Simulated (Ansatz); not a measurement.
Sb2O3 (Pccn, No. 56), treated with r²SCAN+rVV10 (plane waves, PAW; Ansatz, a quantum-chemistry and plane-wave program).

Numerical settings: plane-wave cutoff 560 eV, 8×6×4 k mesh (along the axes of the cell as run), Fermi–Dirac smearing 0.01 eV, scalar-relativistic PAW data made under PBE.

A third-order Birch–Murnaghan fit to the energies gives V0 = 16.293 Å³/atom, B0 = 31.1 GPa, B′ = 8.3.

| V (Å³/atom) | P (GPa) |
|---|---|
| 15.642 | [?] |
| 15.968 | [?] |
| 16.294 | -0.003 |
| 16.620 | -0.570 |
| 16.946 | [?] |

Task: Estimate the withheld pressures from this fit; the answers are the runs' own values.

Result: 
- 15.642, P (GPa): 1.497
- 15.968, P (GPa): 0.681
- 16.946, P (GPa): -1.037

The formula P = (3/2) B0 (x^(7/3) − x^(5/3)) [1 + (3/4)(B′ − 4)(x^(2/3) − 1)] with x = V0/V meets the computed pressures within 0.01 GPa when these rounded values are put in.

Shape and atoms are relaxed at each volume.

Note: the relaxation could not lower the start's symmetry, so the cell can be a saddle point above a distorted one; the bulk modulus comes from volumes at which shape and atoms were relaxed.

Spin–orbit coupling is not included.
